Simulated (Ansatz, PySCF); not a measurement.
Barrier height from CH3Cl2, charge -1 to the transition structure CH3Cl2, without zero-point energy, on the benchmark's geometries as Psi4's copy of the set gives them.
Transition structure (charge -1, multiplicity 1):
```xyz
6

Cl     2.32258    -0.00013     0.00014
C     -0.00009     0.00049    -0.00051
H      0.00008    -0.74429    -0.76760
H     -0.00032    -0.29144     1.02802
H      0.00008     1.03722    -0.26196
Cl    -2.32254    -0.00013     0.00013
```

Open shells are unrestricted; no spin–orbit coupling.

Cores are frozen in the correlated methods. Rows in 6-31G* carry no dispersion term and start afresh at each structure (6-31G* with six Cartesian d functions).

Codes used: Ansatz (Gaussian orbitals); PySCF for 6-31G* rows, the dispersion terms. Each number belongs to the level named beside it.

```
level                      barrier height (kcal/mol)
-------------------------  -------------------------
PBE/def2-TZVPPD                                 7.16
revPBE-D3(BJ)/def2-TZVPPD                       7.06
revPBE-D4/def2-TZVPPD                           6.62
r2SCAN/def2-TZVPPD                              7.97
PBE0/def2-TZVPPD                               11.24
BHLYP-D4/def2-TZVPPD                           12.72
M06-2X/6-31G*                                  11.07
SCS-MP2/aug-cc-pV(D+d)Z                            ?
SCS-MP2/aug-cc-pV(T+d)Z                            ?
```

Problem. Some entries are withheld; supply them.

Solution. 
- SCS-MP2/aug-cc-pV(D+d)Z, barrier height (kcal/mol): 14.51
- SCS-MP2/aug-cc-pV(T+d)Z, barrier height (kcal/mol): 15.04

Ansatz is a quantum-chemistry and plane-wave program.
